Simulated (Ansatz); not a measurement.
How far each method lies from full CI for O2⁺, sextet

Geometry: that of the O2⁺, quartet, kept fixed. The doublet lies 9.6 eV lower here.

```xyz
2

O     0.0000    0.0000    0.0000
O     0.0000    0.0000    1.3456
```

Basis 6-31G; Ansatz 0.2.0. Correlated methods freeze the noble-gas cores, which leaves 11 electrons in 16 orbitals. R marks a restricted (for open shells ROHF) determinant, U an unrestricted one. Active spaces: valence = (11e, 8o) chosen from the atoms' valence shells.

Full CI is exact within this basis and frozen core; it isn't the basis-set limit. The frozen core follows each run's orbitals, which can shift R against U totals by a few meV.

For open shells CISD and CISDTQ are restricted-active-space CI with the open shells as a complete middle space.

```
UHF ⟨S²⟩                          : 8.762
T1 diagnostic (RCCSD)             : 0.0133
largest doubles amplitude (RCCSD) : 0.034
T1 diagnostic (UCCSD)             : 0.0065
```

```tsv
level	E − E(RHF) (eV)
UHF	-0.2528
RMP2	-2.4285
UMP2	-2.4309
RCCSD	-2.8619
UCCSD	-2.8677
RCCSD(T)	-2.8875
UCCSD(T)	-2.8909
```

Task: Estimate how far full CI in 6-31G lies from RCCSD(T). The table doesn't fix it; the size of (T) and the diagnostics are the guide.

Result: Full CI in 6-31G lies 0.6 kJ/mol below RCCSD(T), which is 23 % of the (T) step (-2.5 kJ/mol). The diagnostics are small and one determinant leads, so the series closes fast and only a small part of (T) is left.

The other levels:

| level | E − E(full CI) (kJ/mol) | share of correlation (%) | wall time |
| --- | --- | --- | --- |
| CISD | 8.5 | 96.97 | 2.6 s |
| BCCD(T) | 0.6 | 99.80 | 0.54 s |
| RCCSDT | 0.1 | 99.98 | – |
| UCCSDT | -0.2 | 100.08 | – |
| CISDTQ | 0.1 | 99.95 | 44 s |
| RCCSDT(Q) | 0.0 | 100.00 | 3.8 s |
| UCCSDT(Q) | -0.3 | 100.10 | 3.2 s |
| RCCSDTQ | 0.0 | 100.01 | 43 s |
| UCCSDTQ | -0.3 | 100.11 | 44 s |
| CASSCF (valence space) | 277.6 | 0.56 | – |
| NEVPT2 (valence space) | 59.8 | 78.56 | 0.18 s |
| MRCISD (valence space) | 9.5 | 96.58 | – |
| MRCISD+Q (valence space) | 0.5 | 99.84 | 1.3 s |

The correlation energy at full CI, counted from RHF, is -2.893 eV. That run took 33 s on 1 thread of Arm Neoverse N1, shared host over 902,088 determinants.

Times hold each run's SCF and search for its determinant on a shared host, so for small cases they say little of a method's own cost; they ran on 1 thread of Arm Neoverse N1. Some runs computed forces too.

The full-CI state has the irrep B1u of D2h, in the program's axes (one component, if the state is degenerate).

Natural occupations of full CI about the gap: 1.991 1.988 1.979 1.004 0.997 0.997 0.995 0.995 0.011 0.011; effectively unpaired electrons, Σ n²(2−n)², 5.00.
